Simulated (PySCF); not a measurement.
# PH2 (SMILES [PH2]) at UB2PLYP/cc-pVTZ

What is the vertical doublet–quartet gap of PH2 at UB2PLYP/cc-pVTZ? Input form: a Python script.

The results are computed with PySCF 2.14.0.

3 further runs of the same task are left out: 3 set aside as unsound or not needed.

## (1) The structure to begin with

The species is PH2 (3 atoms), meant as a doublet with charge 0. SMILES: `[PH2]`. The shape is that of a PBE0-D4/def2-TZVP optimisation.

Bond lengths: P1–H2 1.424 Å, P1–H3 1.424 Å. Angles: H2–P1–H3 91.5°.

## (2) A single-point energy at UB2PLYP/cc-pVTZ

File geometry.xyz:

```xyz
3
H2P
P      0.525730    -0.309370     0.258210
H      0.114640     1.051490     0.176750
H     -0.640370    -0.742120    -0.434970
```

File job.py:

```python
from pyscf import gto, dft, mp

mol = gto.Mole()
mol.atom = 'geometry.xyz'
mol.verbose = 3
mol.spin = 1
mol.basis = 'cc-pvtz'
mol.max_memory = 1860
mol.build()

mf = dft.UKS(mol)
mf.xc = '0.53*HF + 0.47*B88, 0.73*LYP'
mf.conv_tol = 1e-10
mf.grids.level = 5
mf.kernel()
if not mf.converged:
    mf = mf.newton().run(mf.mo_coeff, mf.mo_occ)

pt = mp.MP2(mf, frozen=5).run()
energy = mf.e_tot + 0.27 * pt.e_corr
print('PT2 part  %.8f' % (0.27 * pt.e_corr))
print('E(%s) = %.9f' % ('B2PLYP', energy))
```

Started as:

```sh
$ OMP_NUM_THREADS=1 python job.py
```

Output:

```text
WARN: HOMO -0.199439855521228 >= LUMO -0.199439855521227

converged SCF energy = -342.344584258931  <S^2> = 0.75875867  2S+1 = 2.0087396
E(UMP2) = -342.515478928051  E_corr = -0.170894669119834
E(SCS-UMP2) = -342.523230493353  E_corr = -0.178646234421991
PT2 part  -0.04614156
E(B2PLYP) = -342.390725820
```

Wall time 5.4 s (1 thread of Arm Neoverse V2, shared host); peak memory 0.3 GiB.

## (3) The quartet at the same level

File job.py:

```python
from pyscf import gto, dft, mp

system = gto.M(
    atom='''
P      0.993486    -0.584625     0.487946
H      0.216638     1.987028     0.334009
H     -1.210124    -1.402404    -0.821974
''',
    spin=3,
    basis='cc-pvtz',
    unit='bohr',
    verbose=4,
    max_memory=1860,
)

ks = dft.UKS(system, xc='0.53*HF + 0.47*B88, 0.73*LYP')
ks.grids.level = 5
ks.conv_tol = 1e-10
ks.kernel()
if not ks.converged:
    ks = ks.newton().run(ks.mo_coeff, ks.mo_occ)

pt = mp.MP2(ks, frozen=5).run()
e_tot = ks.e_tot + 0.27 * pt.e_corr
print('PT2 part  %.8f' % (0.27 * pt.e_corr))
print(f'total energy: {e_tot:.8f} hartree')
```

Started as:

```sh
$ OMP_NUM_THREADS=1 python job.py
```

Output:

```text
PySCF version 2.14.0

[INPUT] num. atoms = 3
[INPUT] num. electrons = 17
[INPUT] charge = 0
[INPUT] spin (= nelec alpha-beta = 2S) = 3
[INPUT] symmetry False subgroup None
[INPUT] Mole.unit = bohr
[INPUT] Symbol           X                Y                Z      unit          X                Y                Z       unit  Magmom
[INPUT]  1 P      0.525730150568  -0.309370226934   0.258209903360 AA    0.993486000000  -0.584625000000   0.487946000000 Bohr   0.0
[INPUT]  2 H      0.114639892619   1.051489935060   0.176749951042 AA    0.216638000000   1.987028000000   0.334009000000 Bohr   0.0
[INPUT]  3 H     -0.640370043187  -0.742120237303  -0.434969908769 AA   -1.210124000000  -1.402404000000  -0.821974000000 Bohr   0.0

nuclear repulsion = 11.4083845145688
number of shells = 21
number of NR pGTOs = 91
number of NR cGTOs = 62
basis = cc-pvtz
ecp = {}

******** <class 'pyscf.dft.uks.UKS'> ********
method = UKS
initial guess = minao
damping factor = 0
level_shift factor = 0
DIIS = <class 'pyscf.scf.diis.CDIIS'>
diis_start_cycle = 1
diis_space = 8
diis_damp = 0
SCF conv_tol = 1e-10
SCF conv_tol_grad = None
SCF max_cycles = 50
direct_scf = True
direct_scf_tol = 1e-13
number electrons alpha = 10  beta = 7
XC library pyscf.dft.libxc version 7.0.0
    S. Lehtola, C. Steigemann, M. J.T. Oliveira, and M. A.L. Marques.,  SoftwareX 7, 1–5 (2018)
XC functionals = 0.53*HF + 0.47*B88, 0.73*LYP
    A. D. Becke.,  Phys. Rev. A 38, 3098 (1988)
    C. Lee, W. Yang, and R. G. Parr.,  Phys. Rev. B 37, 785 (1988)
    B. Miehlich, A. Savin, H. Stoll, and H. Preuss.,  Chem. Phys. Lett. 157, 200 (1989)
radial grids:
    Treutler-Ahlrichs [JCP 102, 346 (1995); DOI:10.1063/1.469408] (M4) radial grids

becke partition: Becke, JCP 88, 2547 (1988); DOI:10.1063/1.454033
pruning grids: <function nwchem_prune>
grids dens level: 5
symmetrized grids: False
atomic radii adjust function: <function treutler_atomic_radii_adjust>
small_rho_cutoff = 0
Set gradient conv threshold to 1e-05
tot grids = 90672
init E= -342.124069472306
[... the frontier-level lines of each cycle are left out ...]


cycle= 1 E= -342.101174055465  delta_E= 0.0229  |g|= 0.14  |ddm|= 3.48


cycle= 2 E= -342.117916894071  delta_E= -0.0167  |g|= 0.0638  |ddm|=  1.3


cycle= 3 E= -342.120408508091  delta_E= -0.00249  |g|= 0.0156  |ddm|= 0.0569


cycle= 4 E= -342.120806797052  delta_E= -0.000398  |g|= 0.00375  |ddm|= 0.13


cycle= 5 E= -342.120836603346  delta_E= -2.98e-05  |g|= 0.00137  |ddm|= 0.0232


cycle= 6 E= -342.120839988654  delta_E= -3.39e-06  |g|= 0.000372  |ddm|= 0.00502


cycle= 7 E= -342.120840301193  delta_E= -3.13e-07  |g|= 0.000102  |ddm|= 0.00118


cycle= 8 E= -342.120840320116  delta_E= -1.89e-08  |g|= 2.1e-05  |ddm|= 0.000487


cycle= 9 E= -342.1208403211  delta_E= -9.84e-10  |g|= 5.13e-06  |ddm|= 0.00015


cycle= 10 E= -342.120840321151  delta_E= -5.15e-11  |g|= 5.94e-07  |ddm|= 2.4e-05


Extra cycle  E= -342.120840321153  delta_E= -1.48e-12  |g|= 2.32e-07  |ddm|= 3.66e-06
converged SCF energy = -342.120840321153  <S^2> = 3.7558953  2S+1 = 4.0029466

******** <class 'pyscf.mp.ump2.UMP2'> ********
nocc = (np.int64(5), np.int64(2)), nmo = (57, 57)
frozen orbitals 5
E(UMP2) = -342.265437641153  E_corr = -0.144597319999995
E(SCS-UMP2) = -342.266000206518  E_corr = -0.145159885365767
E_corr(same-spin) = -0.0327194984241082
E_corr(oppo-spin) = -0.111877821575887
PT2 part  -0.03904128
total energy: -342.15988160 hartree
```

Wall time 5.4 s (1 thread of Arm Neoverse V2, shared host); peak memory 0.3 GiB.

## (4) Outcome

At UB2PLYP/cc-pVTZ, 5 core orbitals frozen:

```
                                                         quantity          value
                                            doublet: total energy  -342.39073 Eh
                                doublet: dipole moment (SCF part)         0.60 D
doublet: HOMO energy (SCF part's orbitals) (highest over α and β)       -8.20 eV
 doublet: LUMO energy (SCF part's orbitals) (lowest over α and β)       -1.61 eV
                                                    doublet: ⟨S²⟩          0.759
                                            quartet: total energy  -342.15988 Eh
                                quartet: dipole moment (SCF part)         0.07 D
quartet: HOMO energy (SCF part's orbitals) (highest over α and β)       -3.25 eV
                                                    quartet: ⟨S²⟩          3.756
                 vertical energy of the quartet above the doublet       6.282 eV
```

In words: At this shape the quartet lies 6.28 eV (606 kJ/mol) above the doublet.
